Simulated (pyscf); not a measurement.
H₃C–CH=NH → CH₄ + HC≡N, an elimination (singlet surface; C–C, H–N broken, C–H formed). PySCF, gas phase, ωB97X-D3(BJ)/def2-SVP geometries. Correlated levels are frozen-core, on RHF or UHF. ΔMP2 is the change of the MP2 total energy from the triple- to the quadruple-zeta basis. Energies in kJ/mol from the reactant's lowest minimum found.

Small-basis levels: PySCF, no dispersion term, spherical d functions. 

Question: In single points MP2/6-31G* puts the saddle at 440.4 kJ/mol and the reaction energy at -0.1 kJ/mol. Should these be trusted to within a few kcal/mol? Compare with CCSD(T)/def2-TZVPP + ΔMP2(QZVPP).

Answer: CCSD(T)/def2-TZVPP + ΔMP2(QZVPP) gives ΔE‡ = 411.6 kJ/mol and ΔE = +24.3 kJ/mol. MP2/6-31G* lies 28.8 kJ/mol over it in the barrier and 24.4 kJ/mol under it in the reaction energy, so on this step it does not hold to within 12.6 kJ/mol. CCSD(T)/def2-TZVPP + ΔMP2(QZVPP) has limits of its own. On the reactant side the descent ends in a point that may be a rotor saddle (no frequency run), 5.8 kJ/mol over the lowest minimum found and 441.1 kJ/mol under the saddle at ωB97X-D3(BJ)/def2-TZVP. At ωB97X-D3(BJ)/def2-TZVP the barrier from the zero used here is 446.9 kJ/mol. The same reactants have a lower exit, to H₂C=CH–NH₂ (barrier +280.3 kJ/mol at ωB97M-D3(BJ)/def2-TZVP, against +428.7 kJ/mol here). One saddle was located; it need not be the lowest between these sides. The CCSD(T) − MP2 part came from Ansatz, without density fitting, on the same reference.
